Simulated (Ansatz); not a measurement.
**[GeH3···H···CH2], triplet: transfer scan**

Starting geometry:

```yaml
atoms:
  - { symbol: Ge, position_ang: [-0.4780, 0.0000, 0.0000] }
  - { symbol: H, position_ang: [-0.9894, 1.4466, 0.0000] }
  - { symbol: H, position_ang: [-0.9894, -0.7233, 1.2528] }
  - { symbol: H, position_ang: [-0.9894, -0.7233, -1.2528] }
  - { symbol: H, position_ang: [1.0564, 0.0000, 0.0000] }
  - { symbol: C, position_ang: [2.5530, 0.0000, 0.0000] }
  - { symbol: H, position_ang: [2.9675, 0.0000, 0.9962] }
  - { symbol: H, position_ang: [2.9675, 0.0000, -0.9962] }
```

From there H5 is moved from one fragment to the other while all else, the fragments' distance too, stays fixed; atoms are numbered as listed. Energies are in kJ/mol, counted from the starting geometry at the same level. Kohn–Sham curves are unrestricted where that lies lower.

Basis cc-pVDZ; Ansatz 0.2.0. Correlated methods freeze the noble-gas cores and the filled d shells of p-block atoms. R marks a restricted (for open shells ROHF) determinant, U an unrestricted one. No spin–orbit coupling is included, and no scalar relativity.

In so small a basis the reference is far from its limit while semilocal and hybrid functionals are nearer theirs (RPA and double hybrids share much of the reference's basis error), so the functionals' errors here hold much of the reference's basis and frozen-core error, which can add to them or hide them.

Full CI isn't at hand for all of this; UCCSDT(Q) serves as the reference, and is uncertain by about the last step of the cluster series.

| distance Ge1-H5 (Å) | UCCSDT(Q) | PBE | revPBE | r2SCAN | PBE0 | B3LYP | wB97M-V | B2PLYP | RPA-PBE |
| --- | --- | --- | --- | --- | --- | --- | --- | --- | --- |
| 1.534 | 0.0 | 0.0 | 0.0 | 0.0 | 0.0 | 0.0 | 0.0 | 0.0 | 0.0 |
| 1.592 | -10.0 | -13.4 | -13.2 | -11.8 | -11.8 | -11.9 | -11.2 | -11.0 | -11.3 |
| 1.709 | -32.3 | -38.3 | -37.9 | -35.4 | -35.7 | -35.8 | -35.8 | -34.5 | -35.5 |
| 1.825 | -56.8 | -59.3 | -59.0 | -57.6 | -58.6 | -59.0 | -61.4 | -59.2 | -60.2 |
| 1.941 | -68.7 | -64.8 | -65.0 | -65.9 | -67.7 | -68.7 | -73.8 | -70.9 | -71.2 |
